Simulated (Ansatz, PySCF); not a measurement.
System: C4H4S, charge 0, singlet. C4H4S (SMILES c1cscc1).
B3LYP-D3(BJ)/def2-TZVP minimum from Ansatz (a program for electronic structure):
```xyz
9

S     -0.0075     0.0093     1.1889
C     -0.0031     1.2348    -0.0155
C      0.0032    -1.2349     0.0038
C      0.0061     0.7012    -1.2720
C      0.0098    -0.7210    -1.2609
H     -0.0076     2.2744     0.2670
H      0.0041    -2.2700     0.3026
H      0.0102     1.2987    -2.1721
H      0.0169    -1.3325    -2.1515
```
Charge 0, spin multiplicity 1.

Atomisation energy term by term, kcal/mol (programs: Ansatz). Radicals and triplets start from unrestricted determinants; spin-orbit coupling is neglected. Cores are frozen in correlated methods. Rows without X2C or -DK are non-relativistic. CBS(X,Y): correlation extrapolated as X^-3, Hartree-Fock from the larger set. A bracket is a step between two methods taken in the basis named. '+ core + X2C': CCSD(T) terms for core correlation (cc-pwCVTZ, 1s frozen past Ne) and scalar relativity (cc-pVTZ-DK). For partners of very few electrons the exact lower level stands in for a higher one. The restricted determinant of C4H4S (c1ccsc1, singlet) is unstable towards broken spin symmetry in at least one set run.

| term | basis | kcal/mol |
|---|---|---|
| Hartree-Fock | cc-pV(Q+d)Z | 696.66 |
| CCSD correlation | CBS(cc-pV(T+d)Z,cc-pV(Q+d)Z) | 241.23 |
| (T) | CBS(cc-pV(T+d)Z,cc-pV(Q+d)Z) | 23.11 |
| CCSDT(Q) - CCSD(T) | cc-pV(D+d)Z | 0.78 |
| core correlation | cc-pwCVTZ | 5.07 |
| scalar relativity | X2C, cc-pVTZ-DK | -1.04 |
| minus zero-point energy | harmonic, PySCF's Hessian at B3LYP-D3(BJ)/def2-TZVP | -41.79 |
| sum: D0 |  | 924.0 |
